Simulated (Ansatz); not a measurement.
**C3H3FS: ladder of methods at one geometry, by script**

How do the methods compare on C3H3FS, in result and in cost? Wanted for C3H3FS: a ladder of methods at one geometry.

Computed with Ansatz 0.2.0, driven from Python. The levels of theory stand in the script.

**1. Starting point**

Bond lengths: C1–C2 1.266 Å, C2–S3 1.632 Å, C2–C4 1.368 Å, S3–C4 1.702 Å, C4–F5 1.439 Å, C1–H6 1.142 Å, C1–H7 1.105 Å, C4–H8 1.079 Å. Angles: C1–C2–S3 139.1°, C1–C2–C4 152.4°, S3–C2–C4 68.5°, C2–C1–H6 121.4°, C2–C1–H7 124.9°, H6–C1–H7 113.5°, C2–S3–C4 48.4°, C2–C4–S3 63.1°, C2–C4–F5 118.3°, C2–C4–H8 121.8°, S3–C4–F5 116.9°, S3–C4–H8 119.3°, F5–C4–H8 110.3°.

The script holds or builds the structure itself.

**2. The code**

c3h3fs.py reads:

```python
"""One geometry of C3H3FS, method by method."""

from pathlib import Path
import logging
import sys

import ansatz as az
import numpy as np

logging.basicConfig(stream=sys.stdout, format="%(levelname)s %(message)s")
logger = logging.getLogger("ansatz_job")
logger.setLevel(logging.INFO)

geometry_ang = [
    ("C", [0.0001, 1.3276, 0.312]),
    ("C", [0.2521, 0.1278, -0.005]),
    ("S", [1.5142, -0.7774, -0.5064]),
    ("C", [-0.0985, -1.1868, -0.1497]),
    ("F", [-0.9373, -1.5518, -1.2602]),
    ("H", [-1.0566, 1.6601, 0.5908]),
    ("H", [0.7256, 2.1601, 0.2619]),
    ("H", [-0.3075, -1.8167, 0.7008]),
]
molecule = az.Crystal.molecule()
for symbol, xyz in geometry_ang:
    molecule = molecule.atom(symbol, xyz)

calc = molecule.calculation().basis(gaussian="cc-pVDZ")

logger.info("functional    E (Ha)        dipole (D)   HOMO (eV)  LUMO (eV)")
for name in ["lda", "r2scan0", "blyp", "revpbe", "r2scan", "cam_b3lyp"]:
    data = calc.functional(name).forces().orbitals().run(runs_dir="runs").report
    lines = Path(data["orbitals_path"]).read_text().splitlines()
    field_of = lambda key: [line.split("=")[1].strip() for line in lines if line.startswith(key)]
    orbitals = [(27.211386 * float(e), s, float(n)) for e, s, n in zip(field_of("Ene="), field_of("Spin="), field_of("Occup="))]
    homo = max(e for e, _, n in orbitals if n > 0.5)
    lumo = min(e for e, _, n in orbitals if n < 0.5)
    dipole = 4.803205 * np.linalg.norm(data["charge_distribution"]["dipole_moment_e_ang"])
    logger.info(f"{name:10s} {data['free_energy_ev'] / 27.211386246:14.6f} {dipole:9.3f} {homo:11.3f} {lumo:10.3f}")
```

**3. The calls as engine input**

The package turns the script's settings into the engine's input (first run):

```yaml
crystal:
  periodic: [false, false, false]
  atoms:
    - { symbol: C, position_ang: [0.0001, 1.3276, 0.312] }
    - { symbol: C, position_ang: [0.2521, 0.1278, -0.005] }
    - { symbol: S, position_ang: [1.5142, -0.7774, -0.5064] }
    - { symbol: C, position_ang: [-0.0985, -1.1868, -0.1497] }
    - { symbol: F, position_ang: [-0.9373, -1.5518, -1.2602] }
    - { symbol: H, position_ang: [-1.0566, 1.6601, 0.5908] }
    - { symbol: H, position_ang: [0.7256, 2.1601, 0.2619] }
    - { symbol: H, position_ang: [-0.3075, -1.8167, 0.7008] }
basis:
  gaussian:
    orbitals: cc-pVDZ
hamiltonian:
  xc: lda
output:
  orbitals: {}
  forces: true
```

**4. Launch**

On the command line:

```sh
> python c3h3fs.py
```

Output:

```text
INFO functional    E (Ha)        dipole (D)   HOMO (eV)  LUMO (eV)
INFO lda           -610.990399     1.544      -5.787     -1.439
INFO r2scan0       -613.906614     1.799      -6.978     -0.283
INFO blyp          -614.002224     1.481      -5.447     -1.043
INFO revpbe        -613.938612     1.494      -5.612     -1.181
INFO r2scan        -613.938042     1.649      -5.935     -1.153
INFO cam_b3lyp     -613.983744     1.727      -8.016      0.886
```

It took 24 s on 1 thread of Arm Neoverse V1, shared host; peak memory 0.28 GiB.

**5. What changed from run to run**

The engine's inputs for some of the other runs:

Run 3, against run 1:

```diff
@@ -16 +16 @@
-  xc: lda
+  xc: blyp
```

Run 4, against run 1:

```diff
@@ -16 +16 @@
-  xc: lda
+  xc: revpbe
```

Run 5, against run 1:

```diff
@@ -16 +16 @@
-  xc: lda
+  xc: r2scan
```

Lines on the test bed's own set-up are left out of the output.

**6. What each run gave**

From the records of these 6 runs:

```tsv
run	functional	energy (eV)	SCF cycles	CPU time (s)
1	lda	-16625.8958	18	1.7
2	r2scan0	-16705.2500	18	6.4
3	blyp	-16707.8517	20	2.8
4	revpbe	-16706.1207	18	2.6
5	r2scan	-16706.1052	19	6.1
6	cam_b3lyp	-16707.3488	19	4.2
```

Totals under unlike functionals or potentials can't be compared directly.

The fields below are those of run 1.

**7. Pictures from the orbitals**

Orbitals, density, ELF and potential are computed afterwards from the orbital file.

Frontier orbitals at LDA/cc-pVDZ, with the share of their density that lies nearest to each atom:

```tsv
orbital	energy (eV)	lies on
HOMO	-5.79	S3 50 %; C1 28 %; C2 11 %
LUMO	-1.44	C1, C2 about 24 % each; S3 19 %; C4 10 %
```

ELF in a plane through or near 6 of the atoms.

Ten even steps from '0' (0.00) to '9' (1.00):
```
0000000000000000000000000000
0000000000000000000000000000
0000000012344210000000000000
0000000135787641000000000000
0000000268898863100000000000
0000001378633673100023100000
0000001377387573002699730000
0000000267611784126999970000
0000000157865535658999981000
0000000154237166824999850000
0000000143238738751664200000
0000001134457644568862000000
0000001121122211599997100000
0000000110000001699999200000
0000000000000000599997100000
0000000000000000267752000000
0000000000000000000000000000
0000000000000000000000000000
0000000000000000000000000000
0000000000000000000000000000
```
The map spans 9.6 Å across and 8.4 Å up, centred on the molecule. Atoms in the plane (x, y in Å): C1 (1.4, -0.1), C2 (0.1, 0.2), S3 (-0.8, 1.6), C4 (-1.2, -0.1), H6 (1.7, -1.2), H7 (2.2, 0.6).

log10 of the density (e/Å³) in the same plane.

Ten even steps from ' ' (-4.0) to '@' (1.7):
```
                  ............                          
              ..::::::----::::....                      
            ..::----========--::::..                    
          ..::--====++++++++==----::..                  
        ..::--==++++********++==--::::::......          
        ..::--==++**##%%%%****++==--------::::..        
        ..::--==****##@@@@##**++============--::..      
        ..::====****##########**++++++****++==--::..    
        ::--==++****############******####**++==::..    
        ::--==++**##########@@####%%####****==--::..    
        ::--==++**##@@############@@%%##**++==--::..    
        ::--++++******************######**++----..      
        ::--==++++++++++++++++++**######++++--::..      
        ..::--============----==++******++==--::..      
          ..::----------::::::--====++++==--::..        
              ................::----------::..          
                              ....::::::....            
                                                        
                                                        
                                                        
```
The map spans 9.6 Å across and 8.4 Å up, centred on the molecule. Atoms in the plane (x, y in Å): C1 (1.4, -0.1), C2 (0.1, 0.2), S3 (-0.8, 1.6), C4 (-1.2, -0.1), H6 (1.7, -1.2), H7 (2.2, 0.6).

On the surface of density 0.002 e/bohr³ the electrostatic potential runs, from the 1st to the 99th percentile, from -0.89 V near F5 to 1.26 V near H8.

**8. What came out**

| quantity | value |
| --- | --- |
| runs compared | 6 |
| HOMO-LUMO gap of the mean field (LDA/cc-pVDZ) | 4.35 eV |

**Reading.** All 6 runs converged (18 to 20 cycles). Caveats:
- The geometry is a force-field or estimated start, not a minimum of this method, and the basis set is short of its limit. A lower total doesn't mark the better method: functionals have no common bound, and MP2 and coupled cluster aren't variational.
- Levels such as HOMO and LUMO are orbital energies: with these approximate functionals they aren't the ionisation energy and electron affinity, and their gap isn't the fundamental gap.
- For Al to Cl the sets with a tight d function, cc-pV(X+d)Z, are usual.
